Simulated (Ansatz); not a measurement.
Reaction (SMILES): C(O)=O + 3 [H][H] (H2) → C (CH4) + 2 O (H2O)
B3LYP-D3(BJ)/def2-TZVP geometries, fixed; electronic energies without zero-point terms.

Energies in hartree at MP2 with Ansatz (a program for electronic structure); the energy of full hydrogenation is their sum with the coefficients shown, times 627.509 kcal/mol a hartree. All functions are spherical. Cores are frozen. Species with rotatable bonds are taken in one conformer. No added dispersion term, no relativity.

```tsv
species	coefficient	part	cc-pVDZ	cc-pVTZ	cc-pVQZ
O=CO	-1	Hartree-Fock	-188.78185	-188.84121	-188.85603
O=CO	-1	correlation	-0.49887	-0.62975	-0.67758
[H][H] (H2)	-3	Hartree-Fock	-1.12874	-1.13293	-1.13342
[H][H] (H2)	-3	correlation	-0.02641	-0.03169	-0.03312
C (CH4)	+1	Hartree-Fock	-40.19870	-40.21333	-40.21615
C (CH4)	+1	correlation	-0.16119	-0.19830	-0.21010
O (H2O)	+2	Hartree-Fock	-76.02645	-76.05675	-76.06441
O (H2O)	+2	correlation	-0.20194	-0.26179	-0.28314
```

Predict the energy of full hydrogenation in cc-pV5Z (X = 5): let each Hartree-Fock step shrink by the ratio of the last two, and fit each correlation energy at X = 3 and 4 to E + A/X^3. Compare with the run.


- O=CO: steps -0.05936 and -0.01482, ratio 0.250, so Hartree-Fock -188.85974 (run: -188.85970); A = (-0.62975 - (-0.67758))/(1/27 - 1/64) = 2.2338, correlation -0.67758 - A/64 + A/125 = -0.69461 (run: -0.69706).
- [H][H] (H2): steps -0.00419 and -0.00049, ratio 0.117, so Hartree-Fock -1.13348 (run: -1.13357); A = (-0.03169 - (-0.03312))/(1/27 - 1/64) = 0.0668, correlation -0.03312 - A/64 + A/125 = -0.03363 (run: -0.03367).
- C (CH4): steps -0.01463 and -0.00282, ratio 0.193, so Hartree-Fock -40.21669 (run: -40.21689); A = (-0.19830 - (-0.21010))/(1/27 - 1/64) = 0.5511, correlation -0.21010 - A/64 + A/125 = -0.21430 (run: -0.21437).
- O (H2O): steps -0.03030 and -0.00766, ratio 0.253, so Hartree-Fock -76.06635 (run: -76.06667); A = (-0.26179 - (-0.28314))/(1/27 - 1/64) = 0.9971, correlation -0.28314 - A/64 + A/125 = -0.29074 (run: -0.29186).
Predicted -56.16 kcal/mol; the run in cc-pV5Z gives -56.38, a miss of 0.22. Keeping the value in cc-pVQZ, -55.30, would miss by 1.08. All sums are of the energies as printed.
